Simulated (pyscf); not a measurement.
Single points on ωB97X-D3(BJ)/def2-SVP structures (PySCF, gas phase).

**Question.** PBE/def2-TZVP puts the barrier of `[BH2][PH][SiH3]` + `[H][H]` → `[BH2][PH2]` + `[SiH4]` (four-centre exchange; singlet surface; P–Si, H–H broken, H–P, H–Si formed) at 2.37 eV and the reaction energy at +0.13 eV, from the separated reactants. What do r²SCAN/def2-TZVP, PBE0-D3(BJ)/def2-TZVP, ωB97M-D3(BJ)/def2-TZVP give on the same structures?

**Answer.** r²SCAN: ΔE‡ = 2.52 eV, ΔE = +0.14 eV; PBE0-D3(BJ): ΔE‡ = 2.50 eV, ΔE = +0.16 eV; ωB97M-D3(BJ): ΔE‡ = 2.70 eV, ΔE = +0.05 eV. PBE's barrier lies under all of them, by 0.13 to 0.34 eV. Its reaction energy lies among theirs. Low barriers are usual for a GGA, whose delocalisation error favours stretched bonds. At the saddle there is also a short H–Si contact that neither side keeps. One saddle was located; it need not be the lowest between these sides.
